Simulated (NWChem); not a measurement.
**ethane (C$_{2}$H$_{6}$)**

SMILES: CC
```xyz
8

C      0.0446    -0.7626     0.0000
C     -0.0446     0.7626     0.0000
H      0.5801    -1.1369     0.8880
H      0.5801    -1.1369    -0.8880
H     -0.9553    -1.2267     0.0000
H     -0.5801     1.1369     0.8880
H     -0.5801     1.1369    -0.8880
H      0.9553     1.2267     0.0000
```
Charge 0, spin multiplicity 1.

Everything below was run with NWChem. Structure: optimised with B3LYP/def2-SVP, a minimum by its harmonic frequencies.

Symmetry labels belong to the abelian group C2h used in the runs, with the axes of the coordinates shown; states degenerate in a higher group split over its labels.

### Question
List the lowest 4 singlet excitations that TD-PBE/def2-SVPD gives, with oscillator strengths.

### Answer
```csv
state,symmetry,energy (eV),wavelength (nm),f
1,bg,8.39,148,0.000
2,ag,8.39,148,0.000
3,au,9.25,134,0.065
4,bu,9.25,134,0.065
```
